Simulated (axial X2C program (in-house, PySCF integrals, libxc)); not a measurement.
LiSi⁻: cheaper levels and CCSD(T), with spin–orbit coupling

Computed with an in-house relativistic program for diatomic molecules. Two-component (2c) means X2C with spin–orbit coupling and atomic mean-field two-electron Coulomb and Gaunt terms. Basis: Si dyall-av3z [9s8p3d2f], Li dyall-av3z [9s9p3d] (cores contracted in-house); Gaussian nuclei, density fitting, unrestricted open shells. Masses: Si 27.977 u, Li 7.016 u.

State: Ω = 2 (⟨Sz⟩ = 2.00, ⟨Lz⟩ = 0.00 at HF); fragments Si- + Li.

```json
{"level": "HF", "Re (Å)": "2.597", "ωe (cm⁻¹)": "311.6", "De (eV)": "1.00"}
{"level": "MP2", "Re (Å)": "2.572", "ωe (cm⁻¹)": "321.9", "De (eV)": "1.08"}
{"level": "CCSD", "Re (Å)": "2.568", "ωe (cm⁻¹)": "323.2", "De (eV)": "1.11"}
{"level": "TPSS", "Re (Å)": "2.552", "ωe (cm⁻¹)": "321.0", "De (eV)": "1.08"}
```

Correlated methods: 6 electrons correlated (number of frozen shells: Si 2 s, 1 p; Li 1 s), 192 virtual spin orbitals or spinors in MP2, 73 natural virtuals in coupled cluster.

CCSD(T), same Hamiltonian and basis:

Re = 2.568 Å, ωe = 323.2 cm⁻¹, De = 1.11 eV; T1 = 0.014 (Lee–Taylor normalisation).

Question: Give the differences from CCSD(T) in the columns below.

Answer: 

```csv
level,ΔRe (Å),Δωe (cm⁻¹),ΔDe (eV)
HF,0.029,-12,-0.11
MP2,0.004,-1,-0.03
CCSD,0.000,0,0.00
TPSS,-0.016,-2,-0.03
```

Occupations by symmetry block were frozen at the best pattern of an incomplete PBE0 search. Dissociation energies refer to the lowest single-determinant-based atoms at the same level and basis. Density functionals use the spin component along the axis (collinear). CCSD and (T) use frozen natural virtuals with an MP2 correction for the truncation; (T) itself is uncorrected, so its De runs slightly low. PBE0 can misorder states that lie within some tenths of an eV, so this need not be the ground state of the molecule. The nearest other spin-free determinant of the search, M_S = 1, Λ = 0, lies 0.08 eV up at the distance of the search. The functionals have no current-density term, which raises determinants with orbital currents, atoms included. With several unpaired electrons one determinant need not be a pure state. A state of lower Ω lies just above, and one determinant can place such states too high, so the state shown need not be the lowest. The search has Ω = 1 only 0.08 eV up. Open-shell Ω = 0 determinants with evenly filled partner blocks cannot be reached by this program, so the Ω shown need not be the lowest component. At some level and bond length an empty orbital lies below a filled one. The highest occupied level of some functionals is positive through self-interaction error; at Hartree–Fock it is bound. Hartree–Fock gets electron affinities wrong, so its lowest charge split need not be the true one.
